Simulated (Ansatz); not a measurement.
HGeMg, quartet along the scale of all distances

Starting geometry (PBE0/def2-TZVP stationary point for this spin, not checked as a minimum):

```tsv
atom	x (Å)	y (Å)	z (Å)
Ge	0.0000	0.0000	0.3153
Mg	0.0000	0.0000	-2.1792
H	0.0000	0.0000	1.8639
```

From there all distances are scaled together; atoms are numbered as listed. Energies are in kcal/mol, counted from the starting geometry at the same level. Kohn–Sham curves are unrestricted where that lies lower.

Basis 6-31G (Cartesian d functions); Ansatz 0.2.0. Only valence electrons are correlated (noble-gas cores and the filled d shells of p-block atoms frozen). No spin–orbit coupling is included, and no scalar relativity. The metal's outer-core shells are frozen, which leaves out core–valence correlation.

A value is left out where its run failed or describes another state than the reference as far as symmetry and spin tell, or, spin-broken singlets apart, can't be checked.

In so small a basis the reference is far from its limit while semilocal and hybrid functionals are nearer theirs (RPA and double hybrids share part of the reference's basis error), so the functionals' errors here hold much of the reference's basis and frozen-core error, which can add to them or hide them. The set has no polarisation functions, which weighs most on the reference.

Full CI is exact within this basis and frozen core; it isn't the basis-set limit.

```tsv
scale of all distances	full CI	PBE	r2SCAN	PBE0	B3LYP	r2SCANh	wB97M-V	B2PLYP	RPA-PBE
0.888	21.0	17.9	16.6	16.7	17.0	16.3	15.5	17.6	21.8
1.000	0.0	0.0	0.0	0.0	0.0	0.0	0.0	0.0	0.0
1.142	6.6	8.3	10.5	10.6	9.3	11.0	11.8	9.7	5.2
1.305	26.9	30.0	35.0	35.1	31.4	36.0	36.3	33.1	23.7
1.514	42.7	52.9	–	56.8	50.8	–	51.8	50.3	39.4
1.760	46.8	63.8	72.1	65.0	59.4	71.5	57.3	55.9	42.2
1.962	47.9	67.1	76.0	67.6	62.0	75.1	59.2	57.6	41.5
2.375	48.7	69.8	78.8	69.7	63.8	77.8	60.5	58.8	39.5
```

PBE at 2.375 lies 21.1 kcal/mol (43 %) above the reference in this basis. r2SCANh at 2.375 lies 29.1 kcal/mol (60 %) above the reference in this basis. wB97M-V at 2.375 lies 11.8 kcal/mol (24 %) above the reference in this basis. B3LYP at 2.375 lies 15.1 kcal/mol (31 %) above the reference in this basis.
